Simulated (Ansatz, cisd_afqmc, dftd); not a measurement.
System: HS, charge 0, doublet. HS (SMILES [SH], doublet).
B3LYP-D3(BJ)/def2-TZVP minimum from Ansatz (a first-principles code):
```
S
H 1 1.3473
```
Charge 0, spin multiplicity 2.

Quantity: atomisation energy (electronic, to ground-state atoms), in kJ/mol. Open shells are spin-unrestricted; no spin-orbit coupling. Correlated methods leave the cores frozen. Rows without X2C or -DK are non-relativistic. AFQMC is phaseless with a CISD trial state; ± is one standard error, without the phaseless bias. Outlying blocks are dropped, and bars are widened where a walk drifts. Over all cases where full CI ran beside it in this data, AFQMC minus full CI had a median of +0.1 mEh and passed +0.4 mEh in a tenth of the cases. CBS(X,Y): correlation extrapolated as X^-3, Hartree-Fock from the larger set (Q,5: extrapolated as (X+1)exp(-9√X)). A bracket is a step between two methods taken in the basis named. The functionals are non-relativistic, so their misses hold any scalar relativity. 'core' is core correlation in cc-pwCVTZ (1s frozen past Ne), 'X2C' scalar relativity in cc-pVTZ-DK, both at CCSD(T). Full CI freezes restricted core orbitals, also for open shells; the composite that ends in it estimates full CI at the basis-set limit. Where a partner has so few electrons that a lower coupled-cluster level is exact, that level stands in.

```
level                                                                                                                            program  atomisation energy (kJ/mol)  difference against the last row
-------------------------------------------------------------------------------------------------------------------  -------------------  ---------------------------  -------------------------------
B3LYP-D3(BJ)/def2-TZVPD                                                                                                   Ansatz + dftd3                        370.0                              3.5
PBE0-D3(BJ)/def2-TZVPD                                                                                                    Ansatz + dftd3                        363.3                             -3.2
PBE0-D4/def2-TZVPD                                                                                                        Ansatz + dftd4                        363.0                             -3.5
MP2/CBS(cc-pV(Q+d)Z,cc-pV(5+d)Z)                                                                                                  Ansatz                        358.7                             -7.8
CCSDTQ/cc-pV(T+d)Z                                                                                                                Ansatz                        354.1                            -12.4
FCI/cc-pV(D+d)Z                                                                                                                   Ansatz                        332.7                            -33.8
CCSD(T)/CBS(cc-pV(Q+d)Z,cc-pV(5+d)Z) + [CCSDTQ - CCSD(T)]/cc-pV(D+d)Z + core + X2C                                                Ansatz                        366.6                              0.1
CCSD(T)/CBS(cc-pV(Q+d)Z,cc-pV(5+d)Z) + [AFQMC/CISD - CCSD(T)]/cc-pV(T+d)Z + core + X2C                               Ansatz + cisd_afqmc                  367.4 ± 0.8                              0.9
CCSD(T)/CBS(cc-pV(Q+d)Z,cc-pV(5+d)Z) + [CCSDT(Q) - CCSD(T)]/cc-pV(5+d)Z + [FCI - CCSDT(Q)]/cc-pV(D+d)Z + core + X2C               Ansatz                        366.5                              0.0
```
